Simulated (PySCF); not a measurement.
**Stationary points of SiH₄⁻**

Level of theory: PySCF, PBE0, basis Si def2-TZVPD, H def2-TZVPD (no relativity, density fitting).

Relaxations began from a few typed shapes; open shells are unrestricted. The search is not exhaustive: other isomers or separated fragments can lie lower, and high-lying points may rest on an excited occupation.

```csv
spin,group,bonds,angles,imaginary modes (cm⁻¹),ΔE (kJ/mol),ΔE with ZPE (kJ/mol)
doublet,C2v,"Si–H 1.520 Å (×2), Si–H 1.623 Å (×2)","H–Si–H 94.8° (×4), H–Si–H 104.1°, H–Si–H 164.2°",none,0.0,0.0
doublet,Td,Si–H 1.502 Å (×4),H–Si–H 109.5° (×6),none,2.0,10.0
doublet,D2d,Si–H 1.535 Å (×4),"H–Si–H 96.4° (×4), H–Si–H 141.1° (×2)",999i,33.8,–
doublet,D4h,Si–H 1.565 Å (×4),"H–Si–H 90.0° (×4), H–Si–H 180.0° (×2)","860i, 183i",78.0,–
```

The lowest minimum found is the doublet C2v: Si–H 1.520 Å (×2), Si–H 1.623 Å (×2); H–Si–H 94.8° (×4), H–Si–H 104.1°, H–Si–H 164.2°.

For the lowest minimum: the highest occupied level lies above zero, a sign of self-interaction error or too small a basis; response properties are unreliable. The lowest empty level of this anion is unbound, so it and the gap depend on the basis.
